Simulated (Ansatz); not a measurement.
Basis-set extrapolation for `[CH2][Mg][CH3]` radical (PBE0-D4/def2-TZVP geometry, frozen core, the Gaussian-basis code of Ansatz). Multiplicity 2, UHF reference. For Mg the program correlates outer-core shells too, which these sets cover unevenly, so the extrapolated numbers aren't a true limit.

|  | def2-TZVPP | def2-QZVPP |
| --- | --- | --- |
| HF | -278.219659 | -278.232141 |
| MP2 correlation | -0.533236 | -0.595795 |
| CCSD(T) correlation | -0.588877 | not run |

Energies in hartree. Use E(X) = E(∞) + A·exp(−7.88·√X) for Hartree–Fock and E(X) = E(∞) + B·X^(−2.97) for correlation, with X = 3 and 4, and add CCSD(T) minus MP2 of the smaller set to the MP2 limit.

What is the CCSD(T) energy at the basis-set limit?

HF limit: -278.232141 + (-0.012482) × 0.13774 = -278.23386. MP2 limit: -0.595795 + (-0.062559) × 0.74074 = -0.64213. Higher-order term: -0.588877 − (-0.533236) = -0.05564. Total: -278.93163 hartree, 77.2 kcal/mol below CCSD(T)/def2-TZVPP.
